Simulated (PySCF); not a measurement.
Atom-mapped SMILES (the numbers label the heavy atoms): `[CH2:1]=[C:2]=[CH:3][CH:4]=[CH2:5]`. Each H is labelled by its parent atom. Ha(C5) is cis to C3; Hb(C5) is trans to C3.

PySCF calculation with GFN2-xTB geometry, shieldings: GIAO PBE0/pcSseg-1 and couplings computed with B3LYP/pcJ-1 (without the spin–dipole term); non-relativistic Hamiltonian, one averaged value for each set of equivalent atoms, isolated molecule, single conformer.

Question: List the cross peaks expected in HSQC, COSY and HMBC spectra.

Answer: 

HSQC (one-bond C–H):
```tsv
δH	δC	¹J(C,H) (Hz)
6.45 (H(C4))	141.6 (C4)	163
6.05 (H(C3))	100.5 (C3)	167
5.44 (Ha(C5))	121.8 (C5)	162
5.27 (Hb(C5))	121.8 (C5)	167
5.17 (H(C1))	79.6 (C1)	175
```

COSY cross peaks (|J| ≥ 2 Hz):
```tsv
δH	δH	abs. J (Hz)	bonds
6.45 (H(C4))	6.05 (H(C3))	11.1	3
6.45 (H(C4))	5.44 (Ha(C5))	17.8	3
6.45 (H(C4))	5.27 (Hb(C5))	11.5	3
6.05 (H(C3))	5.17 (H(C1))	8.4	4
```

HMBC (two and three bonds, |J| ≥ 2.5 Hz):
```tsv
δH	δC [abs. J in Hz]
6.45 (H(C4))	226.8 (C2) [4.4], 100.5 (C3) [4.8]
6.05 (H(C3))	121.8 (C5) [6.0], 79.6 (C1) [7.2]
5.44 (Ha(C5))	100.5 (C3) [10.8]
5.27 (Hb(C5))	100.5 (C3) [15.6]
5.17 (H(C1))	226.8 (C2) [4.7], 100.5 (C3) [8.8]
```

Shifts are taken against calculated references (same method and geometry level): TMS for ¹H (σref 31.72) and ¹³C (σref 186.93).

Short H···H contacts in this conformer between protons four or more bonds apart (candidates for NOE cross peaks, intensity ∝ r⁻⁶): H(C3)···Ha(C5) 2.48 Å.

Unscaled 3J(H,H) at this level run about 10 % above measured values. Shifts are as computed. Against solution values, carbons near 30 ppm lie about +3 ppm off and those near 130 ppm about +5 ppm. Of 1211 compounds with measured shifts, 218 miss one by over three times the rms of a fit or turn the order of signals round; such compounds aren't used in these exercises.
